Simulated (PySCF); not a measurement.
**What an electron can do to CN**

CCSD(T) in PySCF with def2-TZVPPD on every atom, for the lowest determinant that a PBE0 search found; no spin–orbit coupling.

| species | state (unpaired electrons) | Re (Å) | ωe (cm⁻¹) | energy of the minimum from the neutral (eV) | De (eV) | dissociates to |
| --- | --- | --- | --- | --- | --- | --- |
| CN | doublet (σ ↑) | 1.178 | 2055 | 0.00 | 7.45 | C + N |
| CN⁺ | triplet (σ ↑, π ↑) | 1.248 | 1691 | 13.92 | 4.71 | C⁺ + N |

Task: Work out the lowest energy to break CN into atoms, from its vibrational ground state.

Result: D0 = De − ωe/2 = 7.45 − 0.13 = 7.32 eV (CCSD(T)/def2-TZVPPD).

Task: Work out the ionisation energy of the C atom at this level and the threshold of dissociative ionisation.

Result: IE(C) = 13.92 + 4.71 − 7.45 = 11.18 eV, so C⁺ + N + e⁻ appears at D0 + IE(C) = 18.50 eV (CCSD(T)/def2-TZVPPD). The measured IE(C) is 11.26 eV (NIST ASD).

These are thermodynamic thresholds; the onsets seen under electron impact lie higher where the geometry changes, and cross-sections peak well above them.

Correlated steps freeze 2 core orbitals. For an ion De counts to the pair picked by the measured ionisation energies or electron affinities, which need not be the lowest pair at this level. The CCSD T1 diagnostic is raised in CN, CN⁺, a sign that a single reference may not be enough there. States were picked by a PBE0 search and need not be the measured ground states.
